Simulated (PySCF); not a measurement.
# CHFO (formyl fluoride): B3LYP/def2-TZVPP

Aim: the vertical singlet–triplet gap of CHFO (formyl fluoride) at B3LYP/def2-TZVPP, from 2 runs. Input form: a Python script.

Program for the calculation: PySCF 2.14.0.

2 further runs of the same task are left out: 2 set aside as unsound or not needed.

## (1) Starting point

CHFO: 4 atoms, total charge 0, spin state singlet. As SMILES, `O=CF`. The shape is that of a GFN2-xTB optimisation.

Bond lengths: O1–C2 1.171 Å, C2–F3 1.341 Å, C2–H4 1.098 Å. Angles: O1–C2–F3 122.3°, O1–C2–H4 129.0°, F3–C2–H4 108.7°.

## (2) The energy at B3LYP/def2-TZVPP

Input file run.py:

```python
# formyl fluoride
from pyscf import gto, dft

mol = gto.Mole()
mol.atom = '''
O     -1.681252     0.370424     1.568435
C     -0.093995     0.138593     0.043331
F      1.104299    -2.061427    -0.342702
H      0.670947     1.552429    -1.269064
'''
mol.charge = 0
mol.verbose = 3
mol.spin = 0
mol.basis = 'def2-tzvpp'
mol.unit = 'bohr'
mol.max_memory = 1860
mol.build()

mf = dft.RKS(mol)
mf.xc = 'b3lyp'
mf.conv_tol = 1e-10
mf.grids.level = 5
mf.kernel()
if not mf.converged:
    mf = mf.newton().run(mf.mo_coeff, mf.mo_occ)

e_final = mf.e_tot
print('E(%s) = %.9f' % ('B3LYP', e_final))
```

Command:

```sh
OMP_NUM_THREADS=1 python run.py
```

The log of the run:

```text
converged SCF energy = -213.866806707172
E(B3LYP) = -213.866806707
```

Run time: 13 s. Hardware: 1 thread of Arm Neoverse V1, shared host; peak memory 0.54 GiB.

## (3) The triplet

Input file input.py:

```python
from pyscf import gto, dft

system = gto.Mole()
system.atom = '''
O     -1.681252     0.370424     1.568435
C     -0.093995     0.138593     0.043331
F      1.104299    -2.061427    -0.342702
H      0.670947     1.552429    -1.269064
'''
system.spin = 2
system.charge = 0
system.max_memory = 1860
system.verbose = 3
system.basis = 'def2-tzvpp'
system.unit = 'bohr'
system.build()

myscf = dft.UKS(system)
myscf.xc = 'b3lyp'
myscf.conv_tol = 1e-10
myscf.grids.level = 5
myscf.kernel()
if not myscf.converged:
    myscf = myscf.newton().run(myscf.mo_coeff, myscf.mo_occ)

etot = myscf.e_tot
print('Final energy', etot)
```

Command:

```sh
OMP_NUM_THREADS=1 python input.py
```

The log of the run:

```text
WARN: HOMO -0.0774623208104863 >= LUMO -0.39475533625204

WARN: HOMO -0.120716883980666 >= LUMO -0.190322643370731

WARN: HOMO -0.138261569394349 >= LUMO -0.263524124855831

WARN: HOMO -0.141238671355026 >= LUMO -0.249182651397149

WARN: HOMO -0.141567499337327 >= LUMO -0.249105217865228

WARN: HOMO -0.140072433047628 >= LUMO -0.246027058639495

WARN: HOMO -0.141390597502127 >= LUMO -0.246926513872289

WARN: HOMO -0.140994243326684 >= LUMO -0.246621085599376

WARN: HOMO -0.14108074069188 >= LUMO -0.246718680053668

WARN: HOMO -0.141066335967196 >= LUMO -0.246707057098092

WARN: HOMO -0.141068349730102 >= LUMO -0.246706635514595

WARN: HOMO -0.141067091339142 >= LUMO -0.246704492591313

WARN: HOMO -0.141067087192802 >= LUMO -0.246705481569922

WARN: HOMO -0.141067250827856 >= LUMO -0.246705176126753

converged SCF energy = -213.667582113953  <S^2> = 2.0058851  2S+1 = 3.0039209
Final energy -213.66758211395302
```

Wall time 28 s (1 thread of Arm Neoverse V1, shared host); peak memory 0.55 GiB.

## (4) Results

Level: B3LYP/def2-TZVPP.

```
                                        quantity          value
                           singlet: total energy  -213.86681 Eh
                          singlet: dipole moment         2.10 D
                            singlet: HOMO energy       -9.31 eV
                            singlet: LUMO energy       -1.23 eV
                          singlet: HOMO–LUMO gap        8.08 eV
                           triplet: total energy  -213.66758 Eh
                          triplet: dipole moment         1.20 D
     triplet: HOMO energy (highest over α and β)       -3.84 eV
                                   triplet: ⟨S²⟩          2.006
vertical energy of the triplet above the singlet       5.421 eV
```

**Reading.** At this shape the triplet lies 5.42 eV (125 kcal/mol) above the singlet.
